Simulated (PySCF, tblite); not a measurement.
# C₄H₄F₂: geometry, infrared bands, NMR shifts and spin-spin couplings

Wanted: the infrared bands, NMR shifts and spin-spin couplings of C₄H₄F₂ (`FCC1=C(F)C1`), by calculation.

The runs use tblite 0.8.0 and PySCF 2.14.0, with density-fitted response routines of our own; the level of theory stands in each step. All values are computed, except where a source is named. Atoms are numbered from 0 throughout.

### 1 The molecule as given

10 atoms, charge 0, multiplicity 1; geometry from: force field or distance geometry start.

Bonds of the start (Å): F0–C1 1.37, C1–C2 1.52, C2–C3 1.32, C3–F4 1.37, C3–C5 1.49, C5–C2 1.48, C1–H6 1.10, C1–H7 1.09, C5–H8 1.11, C5–H9 1.09.

### 2 Geometry optimisation with GFN2-xTB

The job: settings as JSON, then the geometry in Å.

```
{"job": {"kind": "relax", "xc": "GFN2-xTB", "basis": "xTB"}, "charge": 0, "multiplicity": 1}
F     -1.754800     1.615000     0.036300
C     -1.494600     0.274900    -0.028100
C     -0.001000     0.000800    -0.002200
C      1.180500     0.591900     0.031700
F      2.003700     1.682100     0.110400
C      1.168400    -0.900600    -0.028700
H     -1.896700    -0.253000     0.855400
H     -1.951600    -0.102000    -0.949000
H      1.301100    -1.496300     0.904400
H      1.453900    -1.408300    -0.952700
```

Launch:

```
> OMP_NUM_THREADS=1 python probes_run.py task.json out
```

The driver reads the jobs from task.json and runs them one after another.

**Question.** This job is followed by: GFN2-xTB harmonic vibrations, gas phase; GIAO PBE0/pcSseg-1 NMR shielding, non-relativistic, gas phase; B3LYP/pcJ-1 indirect spin-spin coupling, non-relativistic, gas phase. Predict these results of the whole session: strongest single infrared mode (GFN2-xTB); zero-point energy (GFN2-xTB); 13C shifts against TMS (PBE0/pcSseg-1); 1H shifts against TMS (PBE0/pcSseg-1, means over atoms taken as alike); 19F shifts against CFCl3 (PBE0/pcSseg-1); surface potential, 1st and 99th percentile; largest coupling of the table (B3LYP/pcJ-1).

**Answer**, as computed:

| quantity | value |
| --- | --- |
| strongest single infrared mode (GFN2-xTB) | 1270 cm⁻¹, 187 km/mol |
| zero-point energy (GFN2-xTB) | 42.8 kcal/mol |
| 13C shifts against TMS (PBE0/pcSseg-1) | 152.0, 82.8, 81.2, 23.9 ppm |
| 1H shifts against TMS (PBE0/pcSseg-1, means over atoms taken as alike) | 5.64, 1.99 ppm |
| 19F shifts against CFCl3 (PBE0/pcSseg-1) | -155.9, -257.6 ppm |
| surface potential, 1st and 99th percentile | -0.98 V and 1.16 V |
| largest coupling of the table (B3LYP/pcJ-1) | 1J(C,F) C3–F4, -503.8 Hz |

In words: The optimisation took 27 steps and gained 0.261 eV; among the close pairs (by a distance rule), C3–F4 changed most, from 1.368 to 1.314 Å. No mode is imaginary among the 24: a minimum at this level. The strongest single mode, at 1270 cm⁻¹, is carried by C3, C2, F4, C5. Unscaled tight-binding wavenumbers are off by several per cent, some by more. Its intensities can rank the bands wrongly. H6, H7 (mean) (hydrogen on an allylic sp3 CH2 bonded to F) lies farthest downfield among hydrogen, at 5.64 ppm; its carbon carries F, an electronegative neighbour. At PBE0/pcSseg-1: Shielding is most anisotropic at F4 (span 305 ppm, paramagnetic term -145 ppm). In the run at B3LYP/pcJ-1, the largest coupling of the table is C3–F4, -503.8 Hz, of which the Fermi-contact term gives -472.5 Hz. Couplings across rotatable bonds belong to this one conformer; where others are populated, the observed values are averages. Density functionals describe couplings to fluorine poorly, F–F couplings above all, so those rows are rough.
